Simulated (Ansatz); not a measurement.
# C3HN: the cost of one run

Program: Ansatz 0.2.0. Level of theory: the levels named in each step. These are calculated values, not measurements.

## Step 1: The system as given

Bond lengths: C1–N2 1.172 Å, N2–C3 1.295 Å, C3–C4 1.202 Å, C4–H5 1.048 Å. Angles: C1–N2–C3 180.0°, N2–C3–C4 180.0°, C3–C4–H5 180.0°.

As a file:

```xyz
5

C     0.0000    0.0000   -2.4047
N     0.0000    0.0000   -1.2332
C     0.0000    0.0000    0.0619
C     0.0000    0.0000    1.2641
H     0.0000    0.0000    2.3118
```

## Step 2: A rough first relaxation, PBE-D4/def2-SVP

This run stands in another session on the same molecule. It ended at:

```xyz
5

C     0.0000    0.0000   -2.4507
N     0.0000    0.0000   -1.2510
C     0.0000    0.0000    0.0569
C     0.0000    0.0000    1.2821
H     0.0000    0.0000    2.3627
```

## Step 3: Relaxation, HF/STO-3G

File input.yaml:

```yaml
crystal:
  periodic: [false, false, false]
  atoms:
    - { symbol: C, position_ang: [0.0, 0.0, -2.45069621] }
    - { symbol: "N", position_ang: [0.0, 0.0, -1.25099862] }
    - { symbol: C, position_ang: [0.0, 0.0, 0.0569213] }
    - { symbol: C, position_ang: [0.0, 0.0, 1.28211287] }
    - { symbol: H, position_ang: [0.0, 0.0, 2.36266067] }
basis:
  gaussian: { orbitals: STO-3G }
hamiltonian:
  xc: hf
relax:
  f_tol: 0.002
  max_steps: 150
```

Launch:

```sh
> ansatz run input.yaml --threads 2 --pin off --max-ram 5120MiB --backend cpu --events-out ev --progress --plain --runs-dir out
```

Q: Estimate wall time and peak memory on 2 threads of Arm Neoverse N1, shared host.

About 2.1 s, with a peak of 0.085 GiB.
